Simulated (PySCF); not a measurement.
**Oxygen: a sound run and one with changed settings**

Sound run: O [He] 2s2 2p4, O+ [He] 2s2 2p3. Calculation: PySCF 2.14, in cc-pVDZ; the non-relativistic Hamiltonian (point nucleus). In the sound run the correlated levels freeze 1s2. The sound run starts from symmetry-adapted Hartree-Fock orbitals and uses a fine grid where one is needed.

Changed run: all electrons correlated in a basis built for the valence shell.

| species | method | sound run (hartree) | changed run (hartree) | converged |
| --- | --- | --- | --- | --- |
| O | MP2 | -74.89413 | -74.89588 | yes |
| O | CCSD(T) | -74.90995 | -74.91155 | yes |
| O+ | MP2 | -74.42235 | -74.42393 | yes |
| O+ | CCSD(T) | -74.43778 | -74.43923 | yes |

Ionisation energy of O:

```json
{"method": "UHF", "sound run (eV)": "11.965", "changed run (eV)": "11.965"}
{"method": "MP2", "sound run (eV)": "12.838", "changed run (eV)": "12.843"}
{"method": "SCS-MP2", "sound run (eV)": "12.859", "changed run (eV)": "12.860"}
{"method": "CCSD", "sound run (eV)": "12.842", "changed run (eV)": "12.846"}
{"method": "CCSD(T)", "sound run (eV)": "12.848", "changed run (eV)": "12.853"}
```

A valence basis has no tight correlating functions, so it recovers only part of the core correlation, and not evenly between atom and ion.

For comparison, NIST gives 13.618 eV between the lowest levels.
